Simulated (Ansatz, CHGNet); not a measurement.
Rock-salt TiC: properties by level of theory

Reference values: lattice constant a 4.33 Å (measured, temperature not stated, not corrected to a static lattice; as tabulated in Zhang et al. (2018), doi:10.1088/1367-2630/aac7f0); formation enthalpy -0.956 ± 0.02 eV/atom (measured, 298 K, copied from a table, unchecked, not corrected to a static lattice; as tabulated in Wang et al. (2021), doi:10.1038/s41598-021-94550-5).

```csv
level (code),equilibrium lattice constant a (Å),formation enthalpy (eV/atom)
CHGNet-r²SCAN (CHGNet),4.331,-1.016
PBE-D4 (Ansatz),4.305,-0.928
r²SCAN-D4 (Ansatz),4.318,-1.021
```

Differences from the reference values (errors of the level alone only where the reference is corrected to a static lattice):

```json
[
 {"level": "CHGNet-r²SCAN", "lattice constant a (%)": "+0.02", "formation enthalpy (eV/atom)": "-0.060"},
 {"level": "PBE-D4", "lattice constant a (%)": "-0.58", "formation enthalpy (eV/atom)": "+0.028"},
 {"level": "r²SCAN-D4", "lattice constant a (%)": "-0.28", "formation enthalpy (eV/atom)": "-0.065"}
]
```

Nearest: lattice constant a, not ranked (reference at room or unstated temperature); formation enthalpy, not told apart by this reference.

Machine-learned potentials (CHGNet-r²SCAN) are trained on DFT data, which may include these solids.

Ansatz's density-functional and Hartree–Fock values are scalar-relativistic unless marked +SOC, with PAW data made under PBE.

Differences are worked out from the printed values.

The computed numbers hold no vibrational or temperature effects.

Ansatz is a quantum-chemistry and plane-wave program.
